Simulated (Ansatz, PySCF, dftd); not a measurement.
Species: CHO2, charge 0, doublet. CHO2 (SMILES C(=O)[O], doublet).
B3LYP-D3(BJ)/def2-TZVP minimum from Ansatz (a first-principles code):
```xyz
4

O     -1.0889    -0.4412    -0.0122
C     -0.0503     0.2004     0.0018
O      1.1682     0.1247     0.0094
H     -0.3333     1.3291     0.0118
```
Charge 0, spin multiplicity 2.

Property: enthalpy of formation at 298 K (by atomisation, with ideal-gas terms from PySCF's Hessian at B3LYP-D3(BJ)/def2-TZVP and the atoms' measured values of the G2/97 table; no spin-orbit terms), in kcal/mol. Open shells are spin-unrestricted; no spin-orbit coupling. Correlated methods leave the cores frozen. No relativity. CBS(X,Y): correlation extrapolated as X^-3, Hartree-Fock from the larger set. A bracket is a step between two methods taken in the basis named. Double hybrids freeze cores in their MP2 part. Where a partner has so few electrons that a lower coupled-cluster level is exact, that level stands in. The UHF reference of CHO2 ([O]C=O, doublet) is spin-contaminated (<S^2> up to 0.04 over the pure value in the sets run). The determinant of CHO2 ([O]C=O, doublet) is a saddle point of the SCF energy; a lower one exists, which strains HF and MP2.

```tsv
level	program	enthalpy of formation at 298 K (kcal/mol)	difference against the last row
PBE-D3(BJ)/def2-TZVPD	Ansatz + dftd3	-67.0	-36.4
PBE/def2-TZVPD	Ansatz	-66.2	-35.6
r2SCAN-D4/def2-TZVPD	Ansatz + dftd4	-44.4	-13.8
B3LYP-D3(BJ)/def2-TZVPD	Ansatz + dftd3	-35.8	-5.2
wB97X-V/def2-TZVPD	Ansatz	-31.6	-1.0
B2PLYP-D3(BJ)/def2-TZVPD	Ansatz + dftd3	-29.5	1.1
B2GP-PLYP/def2-TZVPD	Ansatz	-20.2	10.4
MP2/cc-pVQZ	Ansatz	-45.3	-14.7
CCSD/cc-pVDZ	Ansatz	18.2	48.8
CCSD/aug-cc-pVTZ	Ansatz	-3.2	27.4
CCSD(T)/CBS(cc-pVTZ,cc-pVQZ)	Ansatz	-29.1	1.5
CCSDT(Q)/aug-cc-pVDZ	Ansatz	0.0	30.6
CCSDT(Q)/cc-pVDZ	Ansatz	4.4	35.0
CCSDT(Q)/cc-pVTZ	Ansatz	-17.5	13.1
CCSD(T)/CBS(cc-pVTZ,cc-pVQZ) + [CCSDT(Q) - CCSD(T)]/cc-pVTZ	Ansatz	-30.6	0.0
```
